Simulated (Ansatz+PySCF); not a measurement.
singlet NH3: levels of theory in one basis

```yaml
atoms:
  - { symbol: N, position_ang: [0.0000, 0.0000, 0.1216] }
  - { symbol: H, position_ang: [1.1230, 0.0000, -0.3648] }
  - { symbol: H, position_ang: [-0.4679, 0.8105, -0.2837] }
  - { symbol: H, position_ang: [-0.4679, -0.8105, -0.2837] }
```

Basis set: 6-31G (spherical functions). Left uncorrelated: 1 orbital. Charge 0, multiplicity 1.

Computed with Ansatz (development build ahead of 0.2.0); each method stands on the lowest determinant of its kind that the runs found.

```tsv
method	E − E(RHF) (eV)	<S²> of the determinant
RHF	0.00	0.00
RHF-CCSD	-3.73	–
RHF-CCSD(T)	-3.78	–
full CI (lowest root of this spin)	-3.80	–
```

Q: What does RHF-MP2 give on the same scale?

A: -3.34 eV.

At such a shape the full CI root can have another spatial symmetry than the determinants, so the rows needn't describe one state.

Q: Is a single determinant a sound starting point here?

A: Only with care. Unrestricted orbitals gain 0.00 eV and <S²> is 0.00 against 0.00 for a pure state, but bonds are stretched.

Caution for RHF-MP2, RHF-CCSD, RHF-CCSD(T): bonds are stretched, where a single reference can fail.
